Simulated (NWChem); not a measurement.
C2H6O cation, doublet; SMILES of the neutral closed-shell parent C(C)O

```xyz
9

C      0.2196    -1.2216     0.0002
C     -0.4723     0.0896     0.0001
O      0.2137     1.2402     0.0004
H     -0.5191    -2.0349    -0.0011
H      0.8557    -1.3393     0.8958
H      0.8585    -1.3388    -0.8935
H     -1.2881     0.2301    -0.7942
H     -1.2908     0.2301     0.7909
H      1.1897     1.1238    -0.0027
```
Atoms are numbered in this order, from 1.

Results from NWChem. Spin-unrestricted. Structure relaxed at the PBE0/def2-SVP, spin-unrestricted level. This spin state was assumed; another may lie lower. No stability test was run on the SCF state. Level SCAN/def2-SVP: energy and gradient on several grids; changes count from the extra-fine grid, which is no exact limit either.

| grid | size of the energy change (μHa) | largest change of a gradient component (μHa/bohr) | time, medium = 1 (rough) |
|---|---|---|---|
| xcoarse | 5000 | 7000 | 0.5 |
| coarse | 4000 | 2000 | about 1 |
| medium | 900 | 900 | about 1 |
| fine | 80 | 900 | about 1 |
| xfine | < 10 | < 30 | 4 |
